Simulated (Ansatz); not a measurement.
Consider the isomerisation: `NC(F)CO` → `CNC(O)F`.

Computed with Ansatz on PBE0-D4/def2-TZVP structures; ΔE is electronic, products minus reactants. CCSD(T)/CBS is the MP2 limit (def2-TZVPP, def2-QZVPP) plus CCSD(T) − MP2 in def2-TZVPP, frozen cores. Functionals use def2-TZVPP. One conformer a species, not always the lowest.

```
             level  ΔE (kJ/mol)  difference from CCSD(T)/CBS
            PBE-D4         10.0                         -1.3
           PBE0-D4          8.1                         -3.2
               PBE         10.0                         -1.3
            r2SCAN          8.6                         -2.7
              PBE0          8.1                         -3.2
     HF/def2-TZVPP          3.6                         -7.7
    MP2/def2-TZVPP          8.6                         -2.7
SCS-MP2/def2-TZVPP          8.4                         -2.9
   CCSD/def2-TZVPP          7.9                         -3.4
CCSD(T)/def2-TZVPP          8.2                         -3.1
       CCSD(T)/CBS         11.3                            0
```

Largest T1 diagnostic among the species: 0.011.

In def2-TZVPP, CCSD(T) changes the Hartree–Fock value by +4.6 kJ/mol (the triples alone add +0.2 kJ/mol) and MP2 by +5.0 kJ/mol.
